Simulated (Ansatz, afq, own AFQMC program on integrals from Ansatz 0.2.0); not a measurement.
Where AFQMC and coupled cluster stand for AlBH, doublet

```xyz
3

B     0.0000   -0.0920    0.3143
Al    0.0000   -0.0334   -1.8050
H     0.0000    0.1253    1.4907
```

Connectivity, by distances: BH–Al.

Basis 6-31G. Only valence electrons are correlated. AFQMC by an in-house program on the Cholesky factors that Ansatz 0.2.0 writes for its CCSD(T) run. ph-AFQMC/CISD is guided by a CISD state made of CCSD amplitudes; releasing the constraint for a short imaginary time cuts its bias at the price of noise, slowly where states lie close. Uncertainties: one standard error, sampling alone.

Determinant: UHF, the one that the program's search chose, which needn't be the lowest solution. The geometry is a point of a scan.

Full CI on the same integrals is exact in this basis and with this determinant's frozen core.

Cautions: an unrestricted solution with more broken spin lies lower (105 meV, ⟨S²⟩ 1.20); the next higher spin lies close (full CI puts it 82 meV above).

```
T1 diagnostic                               : 0.0307
weight of the determinant in the CISD state : 0.889
⟨S²⟩ of the determinant                     : 0.762
size of the correlated space                : 7 electrons in 18 orbitals
```

Reference: full CI, correlation energy -2.477 eV. The released energy is read at 2.40 1/Eh (meV from the phaseless value at times in 1/Eh: -0.4 ± 1.7 at 0.24, -2.8 ± 1.4 at 0.51, -3.9 ± 1.3 at 0.99, -4.4 ± 1.2 at 1.62, -7.7 ± 2.4 at 2.40).

| level | E − E(reference) (mEh) | share of correlation (%) |
| --- | --- | --- |
| HF | 91.02 | 0.00 |
| MP2 | 30.72 | 66.25 |
| CCSD | 3.03 | 96.67 |
| CCSD(T) | 1.14 | 98.75 |
| CCSDT | 0.19 | 99.79 |
| CCSDT(Q) | 0.05 | 99.94 |
| CCSDTQ | 0.01 | 99.99 |
| ph-AFQMC/HF | -0.09 ± 0.70 | 100.10 |
| ph-AFQMC/CISD | 0.45 ± 0.08 | 99.51 |
| released AFQMC | 0.16 ± 0.09 | 99.82 |

CCSDT and higher add their correlation energy to the determinant of the CCSD(T) run, since their own runs factorise the integrals more tightly (a shift of under 2 meV). A walk keeps the symmetry of its determinant, which the program's search chose and which needn't be the lowest solution, so a lower state of the same spin and another symmetry isn't excluded. Released energies are given only where the last usable release times agree within the noise; a slower fall can still hide under it.
